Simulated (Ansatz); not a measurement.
**CHCl₃: how energies converge with the basis set**

The task here is to estimate one member of a computed series from the others.

Computed with Ansatz 0.2.0, Gaussian basis. Level: one geometry, several basis sets.

Plan: PBE0-D4/def2-SVP; ωB97M-V/def2-SVP; PBE0-D4/def2-QZVPP; ωB97M-V/def2-QZVPP; CCSD(T)/cc-pV(D+d)Z; CCSD(T)/cc-pV(T+d)Z; CCSD(T)/cc-pV(Q+d)Z; the functionals' def2-TZVPP values are taken from earlier runs.

## The geometry

The geometry comes from an earlier relaxation with PBE0-D4 in a triple-zeta def2 set; it is a stationary point.

5 atoms, charge 0, spin multiplicity 1.

Atoms are counted from 1 here; the program's logs count them from 0.

Bond lengths: C1–H2 1.085 Å, C1–Cl3 1.759 Å, C1–Cl4 1.759 Å, C1–Cl5 1.759 Å. Angles: H2–C1–Cl3 107.7°, H2–C1–Cl4 107.7°, H2–C1–Cl5 107.7°, Cl3–C1–Cl4 111.2°, Cl3–C1–Cl5 111.2°, Cl4–C1–Cl5 111.2°.

Set-up of the first run:

Input file in.yaml:

```yaml
crystal:
  periodic: [false, false, false]
  atoms:
    - {symbol: C, position_ang: [-0.000000, 0.000003, 0.452430]}
    - {symbol: H, position_ang: [0.000000, 0.000002, 1.536989]}
    - {symbol: Cl, position_ang: [0.000000, 1.675496, -0.083336]}
    - {symbol: Cl, position_ang: [1.451012, -0.837751, -0.083339]}
    - {symbol: Cl, position_ang: [-1.451012, -0.837751, -0.083339]}
basis:
  gaussian: {orbitals: def2-SVP}
hamiltonian: {xc: pbe0, dispersion: d4}
output: {orbitals: {seedname: orbitals}}
```

On the command line:

```bash
ansatz run in.yaml --threads 2 --pin off --events-out ev --progress --plain --max-ram 32768MiB --backend cpu
```

Steps of the session up to this table: PBE0-D4 in def2-SVP; ωB97M-V in def2-SVP; PBE0-D4 in def2-QZVPP; ωB97M-V in def2-QZVPP.

One table of the session follows, with a row left open; its other results are not shown here.

It belongs to the step «Functionals by basis». 

| functional | basis | HOMO (eV) |
| --- | --- | --- |
| PBE0-D4 | def2-SVP | -8.68 |
| PBE0-D4 | def2-TZVPP | ? |
| PBE0-D4 | def2-QZVPP | -8.90 |
| ωB97M-V | def2-SVP | -10.89 |
| ωB97M-V | def2-TZVPP | -11.11 |
| ωB97M-V | def2-QZVPP | -11.17 |

**Question.** Estimate the row for PBE0-D4, def2-TZVPP.

**Answer.** HOMO (eV): -8.85. In the column «HOMO (eV)» it lies between PBE0-D4, def2-QZVPP (-8.90) and PBE0-D4, def2-SVP (-8.68).
